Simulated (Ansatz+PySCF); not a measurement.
Values are calculated unless marked as measured or tabulated.
# Several solutions for quintet N2H2 in separate pieces

```
atom    x (Å)   y (Å)    z (Å)
   N   0.0000  0.0000  -0.4711
   H   0.0000  0.0000   3.2974
   N  30.0000  0.0000  -0.4711
   H  30.0000  0.0000   3.2974
```

Basis set: 6-31G (spherical functions). Charge 0, multiplicity 5.

UHF was run from several starts with Ansatz (development build ahead of 0.2.0) and PySCF 2.14.0.

| run | program | start | converged | energy (hartree) | <S²> |
| --- | --- | --- | --- | --- | --- |
| A | Ansatz | search for the lowest state | yes | -109.76658 | 8.01 |
| B | PySCF | guess minao, instabilities followed | yes | -109.62009 | 8.00 |
| C | Ansatz | atomic start, no search | yes | -109.76658 | 8.01 |
| D | PySCF | guess huckel, instabilities followed | yes | -109.76658 | 8.01 |
| E | PySCF | guess 1e, instabilities followed | yes | -109.76658 | 8.01 |
| F | PySCF | program defaults | yes | -109.22992 | 6.02 |
| G | PySCF | guess atom, instabilities followed | yes | -109.62009 | 8.00 |
| H | Ansatz | stability test followed | yes | -109.76658 | 8.01 |

Problem. Which runs reached the lowest solution of this kind, and what is wrong with the others?

Solution. A, C, D, E, H reached the lowest solution found. Converged but too high: B by 3.99 eV, F by 14.60 eV, G by 3.99 eV. Convergence only shows a stationary point, and even a stable one can lie too high; stability tests and further starts are what find lower ones. Caution: the unrestricted determinant is a mixture of spin states.
